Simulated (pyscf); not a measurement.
Thermochemistry of product channels of H₃C–GeH₃ + H• on the doublet surface, in eV, from ωB97M-D3(BJ)/def2-TZVP energies (ideal gas, 1 atm, RRHO with modes under 100 cm⁻¹ raised to 100, one conformer, R ln 2 for rigid chiral ones). Structures and frequencies: ωB97X-D3(BJ)/def2-SVP in PySCF.

```json
[
 {"products": "H₃C–GeH₂• + H₂", "ΔE": "…", "ΔH(298 K)": "-0.79", "ΔG(900 K)": "-1.05", "ΔG(1200 K)": "-1.13"},
 {"products": "CH₄ + GeH₃•", "ΔE": "…", "ΔH(298 K)": "-1.14", "ΔG(900 K)": "-1.38", "ΔG(1200 K)": "-1.40"}
]
```

Some entries are withheld; supply them.


- H₃C–GeH₂• + H₂, ΔE: -0.82
- CH₄ + GeH₃•, ΔE: -1.29

These are energies of the channels, which say nothing of barriers. Elements up to Kr have no core potential and no relativistic terms here.
